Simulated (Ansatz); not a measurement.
Isolated molecules relaxed with PBE0-D4/def2-TZVP in Ansatz; ΔE leaves out vibrations. CCSD(T)/CBS is the MP2 limit (def2-TZVPP, def2-QZVPP) plus CCSD(T) − MP2 in def2-TZVPP, frozen cores. This one scheme is used for every species. Functionals use def2-TZVPP. B3LYP here is the variant with VWN-RPA as its local correlation; programs differ in this. Each species was taken in one conformer, which may not be the lowest.

Reaction (formal exchange of groups at a C–C bond): `CCC(C)CC(C)C` + CH₄ → `CC(C)CC(C)C` + ethane

| species | B3LYP-D4 energy (Eh) |
| --- | --- |
| `CCC(C)CC(C)C` | -315.86943 |
| CH₄ | -40.54051 |
| `CC(C)CC(C)C` | -276.53761 |
| `CC` | -79.87051 |

Task: Work out ΔE.

Result: ΔE = (-276.53761) + (-79.87051) − (-315.86943) − (-40.54051) = 0.00182 Eh = +4.8 kJ/mol. CCSD(T)/CBS gives +6.6 kJ/mol.

Largest T1 diagnostic among the species: 0.009.

In def2-TZVPP, CCSD(T) changes the Hartree–Fock value by +10.4 kJ/mol (the triples alone add +1.8 kJ/mol) and MP2 by +11.9 kJ/mol. Leaving LDA and LC-ωPBE aside and taking each functional with its dispersion term where it has one, the values, not all of them listed here, spread over 4.0 kJ/mol, from B2PLYP to revPBE-D4. LDA lies +6.9 kJ/mol from PBE without D4. The D4 term adds +6.1 kJ/mol with B3LYP and +3.8 kJ/mol with PBE0; it sums over pairs of atoms, weighted by their polarisabilities, and B3LYP, whose exchange is more repulsive, gets the larger term.
